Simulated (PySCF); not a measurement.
Gas-phase reaction: H2S + 3 SiH2 → 2 SiH4 + SiS

Method: PySCF energies plus ideal-gas RRHO corrections (1 bar). 'Table' is the NASA 1993 thermochemical table (part measured, part estimated). † marks an energy on the PBE0/def2-TZVP geometry and frequencies; other levels use their own. MP2 and CCSD(T) freeze the core. 6-31G* has spherical d functions here. All species are closed-shell singlets. B3LYP is the form with VWN-RPA correlation. For this reaction the table lies outside the span of B3LYP, CCSD(T), M06-2X, MP2, PBE0, r2SCAN, ωB97M-V, ωB97X-V in their largest bases here; which side is off was not settled. MP2 isn't extrapolated to the basis-set limit; its ΔH°(298 K) is -636.1 kJ in def2-SVP and -641.0 kJ in def2-TZVPP. CCSD(T) isn't extrapolated to the basis-set limit; its ΔH°(298 K) is -589.5 kJ in def2-SVP and -591.4 kJ in def2-TZVPP. The harmonic model lacks anharmonicity and excited electronic states, which grow with temperature; levels with a mode under 35 cm⁻¹ are left out. The table's entry may be an old estimate for SiH2, SiS (not checked at source). Warning, large T1 diagnostic: SiS (CCSD(T)/def2-TZVPP†).

```
level                ΔH°(298 K), kJ  minus table  ΔG°(600 K), kJ
-------------------  --------------  -----------  --------------
table                        -541.0            -          -421.6
B3LYP/6-31G*                 -597.1        -56.1          -478.6
B3LYP/def2-TZVP†             -591.0        -50.0          -472.5
BLYP/def2-TZVP†              -579.2        -38.2          -460.7
CCSD(T)/def2-TZVPP†          -591.4        -50.4          -472.9
HF/def2-TZVP†                -572.2        -31.2          -453.7
MP2/def2-TZVPP†              -641.0       -100.0          -522.6
r2SCAN/def2-TZVP†            -646.4       -105.4          -527.9
```
